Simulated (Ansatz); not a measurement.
`C=N/C=C/CF`, relaxed with RKS PBE-D4/def2-SVP in Ansatz from a rough embedded geometry. The force threshold is 0.03 eV/Å; the program also tests the step.

The species carries charge 0 and has multiplicity 1.

Start:

```xyz
12

C     0.715   -2.364    0.754
N     0.063   -1.700   -0.084
C     0.102   -0.379    0.117
C    -0.531    0.571   -0.696
C    -0.523    1.984   -0.578
F     0.187    2.383    0.542
H     1.243   -1.990    1.654
H     0.668   -3.481    0.684
H     0.682    0.059    1.016
H    -1.034    0.100   -1.543
H    -1.515    2.345   -0.441
H    -0.055    2.472   -1.425
```

| step | energy (eV) | largest force (eV/Å) | largest move (Å) |
| --- | --- | --- | --- |
| 1 | -8434.6437 | 5.169 | 0.000 |
| 2 | -8435.0079 | 2.046 | 0.115 |
| 3 | -8435.1038 | 0.710 | 0.093 |
| 4 | -8435.1092 | 0.664 | 0.091 |
| 5 | -8435.1333 | 0.254 | 0.061 |
| 6 | -8435.1377 | 0.083 | 0.052 |
| 7 | -8435.1379 | 0.059 | 0.018 |
| 8 | -8435.1384 | 0.011 | 0.010 |

End:

```xyz
12

C     0.699   -2.445    0.785
N     0.078   -1.695   -0.051
C     0.118   -0.317    0.149
C    -0.509    0.528   -0.701
C    -0.514    2.013   -0.558
F     0.193    2.438    0.553
H     1.267   -2.049    1.663
H     0.683   -3.543    0.646
H     0.674    0.091    1.021
H    -1.055    0.102   -1.560
H    -1.563    2.389   -0.482
H    -0.072    2.489   -1.467
```

Run time 8.5 s (4 threads of an Arm Neoverse V2 on a shared host); peak host memory 0.15 GiB.
